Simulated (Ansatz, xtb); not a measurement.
# Two isomers of CH5BN

We compare a, `[CH2]BN`, a doublet, with b, `C[B]N`, a doublet. Both are isolated molecules in the gas phase, relaxed with PBE0-D3(BJ)/pcseg-1; the shapes shown needn't be the lowest conformers.

a (Å):

```xyz
8

C    -0.2733    0.4618    0.5951
B    -0.9161    1.6483   -0.1323
N    -1.9148    1.4431   -1.0940
H    -0.5512   -0.5803    0.4085
H     0.5063    0.5848    1.3488
H    -2.3606    2.1998   -1.5931
H    -0.5888    2.7851    0.0950
H    -2.2580    0.5276   -1.3550
```

b (Å):

```xyz
8

C    -0.6240    0.7894    0.7989
B    -1.2909    0.5354   -0.5861
N    -1.5944    1.4765   -1.5522
H    -0.3873    1.8507    0.9850
H     0.3071    0.2139    0.8912
H    -1.2752    0.4405    1.6117
H    -1.4021    2.4706   -1.4453
H    -2.0296    1.2476   -2.4355
```

Problem. Estimate which is lower in electronic energy at CCSD(T)/def2-SVP + ΔMP2/def2-TZVPP, and by roughly how much.

Solution. The CCSD(T)/def2-SVP + ΔMP2/def2-TZVPP calculation puts structure a lower, by 7.4 kcal/mol.

The same difference at several levels:

| level | geometry | E(b) − E(a) (kcal/mol) | departure from the last row (kcal/mol) | job, with rough time for the two |
| --- | --- | --- | --- | --- |
| GFN2-xTB | GFN2-xTB | +12.6 | +5.3 | optimisation, 0.12 s |
| HF/STO-3G | GFN2-xTB | +16.0 | +8.6 | single point, 0.26 s |
| r2SCAN-D4/def2-SVP | GFN2-xTB | +6.1 | −1.2 | single point, 5.3 s |
| PBE0-D3(BJ)/pcseg-1 | PBE0-D3(BJ)/pcseg-1 | +6.2 | −1.1 | optimisation, 58 s |
| HF/def2-SVP | PBE0-D3(BJ)/pcseg-1 | +10.1 | +2.7 | part of the CCSD(T) run |
| MP2/def2-SVP | PBE0-D3(BJ)/pcseg-1 | +4.6 | −2.8 | part of the CCSD(T) run |
| CCSD(T)/def2-SVP | PBE0-D3(BJ)/pcseg-1 | +6.7 | −0.6 | single point |
| CCSD(T)/def2-SVP + ΔMP2/def2-TZVPP | PBE0-D3(BJ)/pcseg-1 | +7.4 |  | single point, 18 s |

As drawn, b has 1 C–H in place of 1 B–H.

None of the levels shown reverses the order. The largest departure from CCSD(T)/def2-SVP + ΔMP2/def2-TZVPP is that of HF/STO-3G, 8.6 kcal/mol. The last row adds to CCSD(T) the change of the MP2 difference between the two basis sets, here +0.6 kcal/mol.

With harmonic frequencies from PBE0-D3(BJ)/pcseg-1 (ideal gas, rigid rotor, one conformer each, 298.15 K, 1 atm): on the last row, ΔE + ΔZPE = +8.5, ΔH = +8.6, ΔG = +8.2 kcal/mol.

Open shells are spin-unrestricted. The correlated steps freeze 3 core orbitals. Run with Ansatz 0.2.0, xtb 6.7.1; the last row on 1 thread of Arm Neoverse V1 on a shared host.
